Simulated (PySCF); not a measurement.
## Electric field gradients and quadrupole coupling constants

C4H5NO.
Geometry (GFN2-xTB, dihedral held, Å), atoms numbered from 1 in this order:
```xyz
11
C4H5NO angstrom
C     -1.590    0.633   -1.022
C     -0.919   -0.506   -0.990
O      0.269   -0.783   -0.399
C      1.024    0.290    0.129
C      2.434   -0.038    0.053
N      3.546   -0.287   -0.013
H     -2.528    0.683   -1.540
H     -1.258    1.542   -0.553
H     -1.292   -1.407   -1.456
H      0.751    0.482    1.178
H      0.867    1.209   -0.455
```

Field gradients from the B3LYP/pcJ-1 density (PySCF, non-relativistic), principal values in atomic units, ordered |Vxx| ≤ |Vyy| ≤ |Vzz|:

```tsv
atom	Vxx	Vyy	Vzz
O3	-0.3392	-1.6220	1.9612
N6	0.4194	0.5911	-1.0106
```

Question: Find the asymmetry η = (Vxx − Vyy)/Vzz and the couplings χ = eQV/h (234.96 MHz × Q in barn × V in au), with Q(17O) = −0.0256 b, Q(14N) = 0.02044 b.

Answer: 
```csv
atom,environment,nucleus,η,χzz (MHz),χxx (MHz),χyy (MHz)
O3,ether oxygen,17O,0.65,-11.80,2.04,9.76
N6,nitrile nitrogen,14N,0.17,-4.854,2.014,2.839
```

Question: What is Vzz at N6 in SI units (1 au = 9.71736 × 10²¹ V/m²)?

Answer: -1.0106 au = -9.820 × 10²¹ V/m².

Question: What couplings would deuterons (Q(2H) = 0.00286 b) have in place of the hydrogens, at this geometry?

Answer: 
| atom | bonded to | bond length (Å) | Vzz (au) | η | χzz (kHz) |
| --- | --- | --- | --- | --- | --- |
| H7 | C1 | 1.073 | 0.3345 | 0.09 | 225 |
| H8 | C1 | 1.076 | 0.3310 | 0.10 | 222 |
| H9 | C2 | 1.081 | 0.3069 | 0.10 | 206 |
| H10 | C4 | 1.101 | 0.2671 | 0.06 | 179 |
| H11 | C4 | 1.100 | 0.2635 | 0.09 | 177 |

The geometry is a constrained GFN2-xTB structure with the dihedral C5–C4–O3–C2 held at 210°, isolated molecule; it need not be a minimum. GFN2-xTB bond lengths can be off by several hundredths of an ångström, more for odd bonds, and the gradients follow them. With so small a basis the couplings can be 20 % off.

The run behind these numbers computed spin–spin couplings as well. Time: 22 s; peak memory 0.83 GiB. Hardware: one thread, Arm Neoverse V1 (aarch64), no GPU, shared host with 64 logical CPUs at a one-minute load of 38.
